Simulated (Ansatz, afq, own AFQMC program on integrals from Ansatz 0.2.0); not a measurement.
BSiH2, doublet → BSiH$_{2}$, quartet

```yaml
atoms:
  - { symbol: Si, position_ang: [0.0000, -0.0053, 0.5948] }
  - { symbol: B, position_ang: [0.0000, -0.0779, -1.2479] }
  - { symbol: H, position_ang: [0.0000, 1.1505, -0.7602] }
  - { symbol: H, position_ang: [0.0000, -0.1670, -2.4296] }
```

Connectivity, by distances: Si–BH, 1 bridging H.

E(quartet, charge +0) − E(doublet, charge +0) at this geometry, on UHF and UHF determinants.

Basis cc-pVDZ. Only valence electrons are correlated. AFQMC by an in-house program on the Cholesky factors that Ansatz 0.2.0 writes for its CCSD(T) run. The CISD trial takes its coefficients from CCSD amplitudes. Released means that phaseless walkers are propagated on without the constraint, phases kept. Error bars are statistical, one sigma. The errors of all members are added in quadrature.

No full CI on the walks' own integrals is used here; CCSDT(Q) serves as the reference and is uncertain by about the last step of the cluster series. Each member takes its own surest rung, up to full CI.

The best estimate is CCSD(T) at the basis-set limit (CBS: def2-TZVPP and def2-QZVPP, with their diffuse functions for anions and beside diffuse sets, CCSD(T) itself extrapolated) plus the step from CCSD(T) to CCSDT(Q) in cc-pVDZ. Rows without CBS are in cc-pVDZ, the functionals in def2-TZVP; B2PLYP and the wave-function rows carry a basis error of their own. Core correlation and relativity beyond core potentials are missing, and ± holds the sampling alone.

Cautions: BSiH₂ (quartet): another spin lies lower, raised T1 diagnostic (T1 0.041, weight of the determinant 0.86, largest double 0.09), the released energies move by 1.5 errors or more from one time to the next, so no released level is given (meV from the phaseless value at times in 1/Eh: 1 ± 17 at 0.24, -15 ± 12 at 0.51, -10 ± 10 at 0.99, 14 ± 11 at 1.62, -25 ± 12 at 2.40), though the last usable value meets CCSDT(Q) within the noise; core correlation is missing, and it shifts such a gap most where an s electron is promoted.

```
 level  vertical spin gap (kcal/mol)
  CCSD                          70.1
r2SCAN                          65.8
    HF                          60.4
```

(1) From these cheaper values, estimate the vertical spin gap at the level of the best estimate.

(1) 71.2 kcal/mol (best estimate, highest rung CCSDT(Q)).

```json
{"level": "MP2", "vertical spin gap (kcal/mol)": "69.8", "error against the best estimate (kcal/mol)": "-1.4"}
{"level": "CCSD(T)", "vertical spin gap (kcal/mol)": "70.3", "error against the best estimate (kcal/mol)": "-0.9"}
{"level": "CCSDT", "vertical spin gap (kcal/mol)": "70.2", "error against the best estimate (kcal/mol)": "-1.0"}
{"level": "CCSDT(Q)", "vertical spin gap (kcal/mol)": "70.2", "error against the best estimate (kcal/mol)": "-1.0"}
{"level": "ph-AFQMC/CISD", "vertical spin gap (kcal/mol)": "70.0 ± 0.4", "error against the best estimate (kcal/mol)": "-1.2 ± 0.4"}
{"level": "HF/CBS", "vertical spin gap (kcal/mol)": "59.3", "error against the best estimate (kcal/mol)": "-11.9"}
{"level": "MP2/CBS", "vertical spin gap (kcal/mol)": "71.6", "error against the best estimate (kcal/mol)": "0.4"}
{"level": "CCSD(T)/CBS", "vertical spin gap (kcal/mol)": "71.3", "error against the best estimate (kcal/mol)": "0.1"}
{"level": "PBE", "vertical spin gap (kcal/mol)": "67.0", "error against the best estimate (kcal/mol)": "-4.2"}
{"level": "PBE0", "vertical spin gap (kcal/mol)": "67.3", "error against the best estimate (kcal/mol)": "-3.9"}
{"level": "B3LYP", "vertical spin gap (kcal/mol)": "71.4", "error against the best estimate (kcal/mol)": "0.2"}
{"level": "wB97M-V", "vertical spin gap (kcal/mol)": "75.7", "error against the best estimate (kcal/mol)": "4.5"}
{"level": "B2PLYP", "vertical spin gap (kcal/mol)": "71.7", "error against the best estimate (kcal/mol)": "0.6"}
```

Correlation beyond CCSD(T) takes off 0.1 kcal/mol. Going to the basis-set limit adds 1.0 kcal/mol at CCSD(T). The perturbative (T) step is worth +0.2 kcal/mol.

Best estimates are given only where the step beyond CCSD(T) is under 0.3 eV and no member's determinant is very poor (T1 over 0.05, or 0.07 for open shells, ⟨S²⟩ too high by 0.3, two states mixed), so the hardest cases are missing from such tables.

The functionals ran in a triple-zeta set and keep a basis error of their own, a few kJ/mol for each bond in atomization energies and more for double hybrids, so close places among them and the extrapolated levels can swap.

CCSDT and higher add their correlation energy to the determinant of the CCSD(T) run, since their own runs factorise the integrals more tightly (a shift of under 2 meV). Each member of a difference takes its own highest rung, so a best estimate needn't equal the limit plus the step of one row. A walk keeps the symmetry of its determinant, which the program's search chose and which needn't be the lowest solution, so a lower state of the same spin and another symmetry isn't excluded.
